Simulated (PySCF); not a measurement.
Run record: geometry optimisation, 1-chloropropane, `CCCCl`.

Method: PBE0-D3(BJ)/def2-TZVP geometry optimisation, gas phase (PySCF 2.14.0). Start geometry: GFN2-xTB. A driver script takes a list of jobs; this job's settings line and coordinates (Å) are shown.

Input:
```
{"job": {"xc": "PBE0", "basis": "def2-TZVP", "d3": "d3bj", "grid": 2, "kind": "geom"}, "charge": 0, "multiplicity": 1}
C     -1.273753    -0.033571     0.407028
C     -0.017501    -0.505820    -0.316475
C      1.128743     0.465243    -0.089638
Cl     2.600744    -0.085586    -0.935833
H     -1.094777     0.039671     1.477272
H     -2.087394    -0.734715     0.241688
H     -1.581526     0.943408     0.041558
H      0.269282    -1.494129     0.047122
H     -0.214855    -0.586547    -1.386780
H      1.382886     0.538955     0.967989
H      0.893575     1.455762    -0.479896
```

Output:
```
step   0  E = -578.50165837  max force = 0.006409
step   1  E = -578.50186229  max force = 0.001680
step   2  E = -578.50188153  max force = 0.000257
step   3  E = -578.50189731  max force = 0.000740
step   4  E = -578.50191532  max force = 0.001294
step   5  E = -578.50192574  max force = 0.000900
step   6  E = -578.50192825  max force = 0.000252
optimisation converged
```

Energies in Eh; «max force» is the largest Cartesian gradient component in Eh/bohr.

Question: How much energy does the optimisation release, in kJ/mol?

Answer: E(step 0) − E(last step) = 0.000270 Eh, which is 0.7 kJ/mol.

Question: Give the first gradient maximum in eV/Å.

Answer: With 1 Eh/bohr = 51.422 eV/Å, 0.330 eV/Å.

In short: final energy -578.50193 Eh after 6 steps; dipole 2.15 D.

Question: Where do the atoms end?

Answer: 0.010 Å rms from the input after alignment:
```
atom  x, y, z in Å
C1    -1.2383   -0.0776    0.4858
C2     0.0105   -0.5388   -0.2489
C3     1.0818    0.5261   -0.2276
Cl4    2.5548    0.0016   -1.0894
H5    -1.0222    0.1526    1.5324
H6    -2.0077   -0.8515    0.4688
H7    -1.6612    0.8205    0.0281
H8     0.4057   -1.4501    0.2082
H9    -0.2271   -0.7858   -1.2870
H10    1.3864    0.7664    0.7913
H11    0.7458    1.4414   -0.7157
```

Question: Estimate the wall time. Hardware: one thread of an Arm Neoverse V2, shared host with 32 logical CPUs at a one-minute load of 22. And the peak memory of the process?

Answer: About 46 s, with 0.74 GiB resident at the peak, the Python interpreter and its libraries included.
Labels such as C1 count atoms from 1, the log's own numbers from 0.
